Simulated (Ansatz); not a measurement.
Geometry optimisation, Ansatz 0.2.0, RKS BLYP/def2-SVP.

Input:

```yaml
crystal:
  periodic: [false, false, false]
  atoms:
    - { symbol: Si, position_ang: [0.0, 0.0, 0.0] }
    - { symbol: H, position_ang: [0.9994, 0.0, 1.3254] }
    - { symbol: H, position_ang: [1.5827, 0.0, 0.5009] }
    - { symbol: O, position_ang: [-0.7913, 1.3709, -0.5594] }
    - { symbol: C, position_ang: [-2.1512, 1.4177, -0.9653] }
    - { symbol: H, position_ang: [-2.7687, 0.8215, -0.2614] }
    - { symbol: H, position_ang: [-2.5023, 2.4707, -0.9639] }
    - { symbol: H, position_ang: [-2.2473, 0.9975, -1.9882] }
    - { symbol: H, position_ang: [-0.6877, -1.1914, -0.4862] }
basis:
  gaussian: { orbitals: def2-SVP }
hamiltonian:
  xc: blyp
relax:
  f_tol: 0.15
  max_steps: 25
  restrain:
    - { distance: [1, 2], at: 1.86, k: 30.0 }
    - { distance: [0, 1], at: 1.46, k: 30.0 }
    - { distance: [0, 2], at: 1.46, k: 30.0 }
output:
  orbitals: {}
```

Run as:

```bash
$ ansatz run input.yaml --threads 2 --pin off --max-ram 3072MiB --backend cpu --events-out ev --progress --plain --runs-dir out
```

**Question.** Where does it end, and by what steps?

**Answer.** The forces met the threshold. The restraints hold the end off the free minimum. After 7 steps the energy has fallen by 3.494 eV (the restraints' own energy left out); H2 moved furthest, 0.70 Å.

```
step  energy less start (eV)  largest force component (eV/Å)  accepted
   0                  0.0000                           3.659       yes
   1                 -1.5210                           3.206       yes
   2                 -2.7214                           2.205       yes
   3                 -3.3974                           1.562       yes
   4                 -3.4774                           1.478       yes
   5                 -3.4804                           1.435       yes
   6                 -3.5137                           1.285        no
   7                 -3.4943                           1.360       yes
```

```xyz
9
Properties=species:S:1:pos:R:3
Si 0.101 -0.006 0.063
H 0.324 0.022 1.502
H 1.546 0.143 0.024
O -0.680 1.312 -0.610
C -2.071 1.401 -0.909
H -2.718 0.905 -0.147
H -2.354 2.473 -0.948
H -2.300 0.947 -1.902
H -0.415 -1.309 -0.470
```

Whether the end is a true minimum wasn't checked by a vibrational analysis.

Run time: 9.4 s on 2 threads of Arm Neoverse V1 (shared host), peak memory 0.13 GiB.
